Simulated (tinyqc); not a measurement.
Stretching all distances: RHF, UHF, MP2, CISD and CCSD against full CI in the sto-3g basis, for H2O, spin multiplicity 1. Computed by the program tinyqc with PySCF. All coordinates are multiplied by the scale. c0^2 is the weight of the RHF determinant in the lowest singlet FCI state (UHF is spin-contaminated and may lie near states of higher spin) and n(LUMO) the first natural occupation beyond the occupied space.

Geometry (angstrom):
```
atom       x        y       z
O     0.0000   0.0000  0.0000
H     0.0000   0.7030  0.6110
H     0.0000  -0.7030  0.6110
```

Full CI energy (hartree) and errors against it (kcal/mol):
```
scale  distance 1-2 (angstrom)     E(FCI)      RHF     UHF     MP2    CISD    CCSD  <S^2> UHF   c0^2  n(LUMO)
0.860                    0.801  -74.88180   21.181  21.181   5.281   0.167   0.037      0.000  0.986    0.015
1.050                    0.978  -75.01870   33.475  33.475   9.438   0.520   0.074      0.000  0.971    0.030
1.250                    1.164  -74.99993   52.536  52.536  16.242   1.656   0.184      0.000  0.938    0.062
1.630                    1.518  -74.86948  109.727  58.908  36.790   9.976   0.629      1.278  0.802    0.214
1.820                    1.695  -74.81525  148.826  37.408  49.791  19.200  -0.147      1.637  0.690    0.347
2.020                    1.881  -74.77717  195.333  19.448  62.752  31.682  -4.524      1.824  0.555    0.512
```

Estimate the missing row, scale = 1.44.

Computed row:
```
scale  distance 1-2 (angstrom)     E(FCI)     RHF     UHF     MP2   CISD   CCSD  <S^2> UHF   c0^2  n(LUMO)
1.440                    1.341  -74.93622  77.549  71.358  25.328  4.400  0.416      0.539  0.885    0.120
```

UHF parts from RHF first at scale 1.44 of those listed, where <S^2> leaves zero. The weight c0^2 goes from 0.99 to 0.55 and n(LUMO) from 0.01 to 0.51: static correlation grows as the bonds break into open-shell fragments. The spread of the error along the curve, which distorts its shape, is CCSD 5.2, CISD 31.5, UHF 51.9, MP2 57.5, RHF 174.2 kcal/mol. Below FCI somewhere: CCSD, as non-variational methods may be.
